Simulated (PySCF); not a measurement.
Compound: FHO.
SMILES: `OF`

Method: PySCF, PBE0-D3(BJ)/def2-SVP geometry optimisation, gas phase.

Take the most abundant isotopes and a rigid rotor. 

**Question.** Give the principal moments of inertia and the rotational constants in GHz.

**Answer.** Ia = 0.86, Ib = 17.93, Ic = 18.79 u·Å²; 505379 MHz·u·Å²/I gives 589121, 28188 and 26901 MHz, that is A = 589.12, B = 28.188, C = 26.901 GHz.

**Question.** What kind of rotor is it?

**Answer.** A near-prolate asymmetric top: κ = (2 × 28188 − 589121 − 26901)/(589121 − 26901) = -1.00.

**Question.** Give the coordinates in the principal-axis frame, origin at the centre of mass.

**Answer.** The sense of each axis is arbitrary; atoms in the order of the calculation.
```
atom  mass (u)   a (Å)   b (Å)  c (Å)
  O1    15.995  -0.733   0.064  0.000
  F2    18.998   0.667  -0.007  0.000
  H3     1.008  -0.932  -0.886  0.000
```

**Question.** List the rotational levels J(Ka,Kc) to J = 4 (K).

**Answer.** Above 0(0,0), as E/k:
J = 1: 1(0,1) 2.644, 1(1,1) 29.564, 1(1,0) 29.626
J = 2: 2(0,2) 7.931, 2(1,2) 34.790, 2(1,1) 34.976, 2(2,1) 115.737, 2(2,0) 115.737
J = 3: 3(0,3) 15.862, 3(1,3) 42.629, 3(1,2) 43.000, 3(2,2) 123.669, 3(2,1) 123.669, 3(3,1) 258.426, 3(3,0) 258.426
J = 4: 4(0,4) 26.437, 4(1,4) 53.081, 4(1,3) 53.698, 4(2,3) 134.244, 4(2,2) 134.246, 4(3,2) 269.002, 4(3,1) 269.002, 4(4,1) 457.662, 4(4,0) 457.662
Those of J = 1 are B + C, A + C and A + B.

**Question.** Which types of transition are allowed, and where do some lines up to J = 2 fall?

**Answer.** The dipole components are |μa| = 0.97 D, |μb| = 1.77 D, |μc| = 0.00 D; the mirror of this Cs structure is the ab plane, so μc vanishes by symmetry and there are no c-type lines. The squared components, which scale the intensities, stand as 0.30 : 1.00 (a : b). Some lines, for components of 0.1 D or more:

| type | branch | J(Ka,Kc) | MHz | lower level (cm⁻¹) |
| --- | --- | --- | --- | --- |
| a | Q | 1(1,0) ← 1(1,1) | 1287 | 20.548 |
| a | Q | 2(1,1) ← 2(1,2) | 3861 | 24.180 |
| a | R | 1(0,1) ← 0(0,0) | 55088 | 0.000 |
| a | R | 2(1,2) ← 1(1,1) | 108890 | 20.548 |
| a | R | 2(0,2) ← 1(0,1) | 110174 | 1.838 |
| a | R | 2(1,1) ← 1(1,0) | 111464 | 20.591 |
| b | Q | 1(1,0) ← 1(0,1) | 562221 | 1.838 |
| b | Q | 2(1,1) ← 2(0,2) | 563510 | 5.513 |
| b | R | 1(1,1) ← 0(0,0) | 616022 | 0.000 |
| b | R | 2(1,2) ← 1(0,1) | 669823 | 1.838 |
| b | Q | 2(2,0) ← 2(1,1) | 1682803 | 24.309 |
| b | Q | 2(2,1) ← 2(1,2) | 1686662 | 24.180 |
| b | R | 2(2,1) ← 1(1,0) | 1794265 | 20.591 |
| b | R | 2(2,0) ← 1(1,1) | 1795554 | 20.548 |

No PBE0-D3(BJ)/def2-SVP frequencies stand behind this structure, so it isn't proved a minimum. These are rigid-rotor constants of the computed structure; measured ground-state constants (B0) also hold zero-point vibration.
